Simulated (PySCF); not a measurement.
# C₂H₃, SMILES `C=[CH]` (charge 0, multiplicity 2)

The numbers are results of PBE0-D3(BJ)/def2-TZVP in PySCF 2.14.0, not measurements.

```
Item                                                 Result
-----------------------------  ----------------------------
highest occupied spin orbital                      -6.93 eV
dipole moment                                        0.70 D
total energy                                    -77.8312 Ha
cost                           very roughly 40 core-seconds
```

```xyz
5

C      0.8160    -0.2782     0.0115
C     -0.4687    -0.0718    -0.0102
H      1.7262     0.3025     0.0378
H     -1.1851    -0.8896    -0.0369
H     -0.8884     0.9370    -0.0022
```
Charge 0, spin multiplicity 2.
